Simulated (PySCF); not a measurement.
# H3Si: the cost of one run

Program: PySCF 2.14.0. Level of theory: levels as typed in each script, gas phase, geometry from GFN2-xTB. These are calculated values, not measurements.

### Step 1. Where the work starts

SMILES `[SiH3+]`, 4 atoms, charge 1, spin multiplicity 1.

Bond lengths: Si1–H2 1.465 Å, Si1–H3 1.465 Å, Si1–H4 1.465 Å. Angles: H2–Si1–H3 120.0°, H2–Si1–H4 120.0°, H3–Si1–H4 120.0°.

Geometry (Å):

```xyz
4
H3Si
Si    0.0000    0.0000    0.0000
H     1.4615   -0.0986    0.0000
H    -0.8162   -1.2165    0.0000
H    -0.6455    1.3151    0.0000
```

### Step 2. Localised orbitals (B3LYP/6-311g**)

input.py

```python
import numpy as np
from pyscf import gto, scf, dft, lo
from pyscf.data.elements import chemcore

def solve(mol, dm0=None, hcore=None):
    mf = (dft.UKS if mol.spin else dft.RKS)(mol, xc='b3lyp')
    mf.grids.level = 3
    mf = mf.density_fit(auxbasis='def2-universal-jkfit')
    mf.conv_tol, mf.max_cycle = 1e-8, 80
    if hcore is not None:
        mf.get_hcore = lambda *args: hcore
    mf.kernel(dm0)
    if not mf.converged:
        mf = mf.newton().run(mf.mo_coeff, mf.mo_occ, max_cycle=30)
    assert mf.converged, 'SCF not converged'
    return mf

mol = gto.M(atom='''
Si     0.00001     0.00000     0.00000
H      1.46154    -0.09858     0.00000
H     -0.81624    -1.21649     0.00000
H     -0.64548     1.31508     0.00000
''', basis='6-311g**', charge=1, spin=0, verbose=4)
mf = solve(mol)
occ_all = mf.mo_coeff[:, mf.mo_occ > 0]
occ = occ_all[:, chemcore(mol):]
pm = lo.PM(mol, occ, pop_method='meta_lowdin')
loc = pm.kernel()
for _ in range(5):
    new, stable = pm.stability_jacobi(return_status=True)
    if stable:
        break
    loc = pm.kernel(new)
fock, s = mf.get_fock(), mf.get_ovlp()
ortho = lo.orth_ao(mol, 'meta_lowdin')
labels = mol.ao_labels(fmt=None)
vir = loc[:, :0]
both = np.hstack([loc, vir])
p = (ortho.T @ s @ both) ** 2
pop = np.array([p[[l[0] == a for l in labels]].sum(0) for a in range(mol.natm)])
spd = np.array([[p[[l[0] == a and l[2][-1] == k for l in labels]].sum(0) for k in 'spd'] for a in range(mol.natm)])
eps = np.einsum('pi,pq,qi->i', both, fock, both)
for i in np.argsort(eps):
    top = np.argsort(-pop[:, i])[:3]
    print('%3d %s %9.4f Eh ' % (i + 1, 'occ' if i < loc.shape[1] else 'vir', eps[i]), '  '.join('%s%d %.3f' % (mol.atom_symbol(a), a + 1, pop[a, i]) for a in top))
np.savez('result.npz', c=both, nocc=loc.shape[1], pop=pop, spd=spd, eps=eps, e=mf.e_tot)
```

On the command line:

```
> OMP_NUM_THREADS=1 python input.py
```

Q: Estimate wall time and peak memory on 1 thread of Arm Neoverse N1, shared host.

About 3.1 s, with a peak of 0.21 GiB.
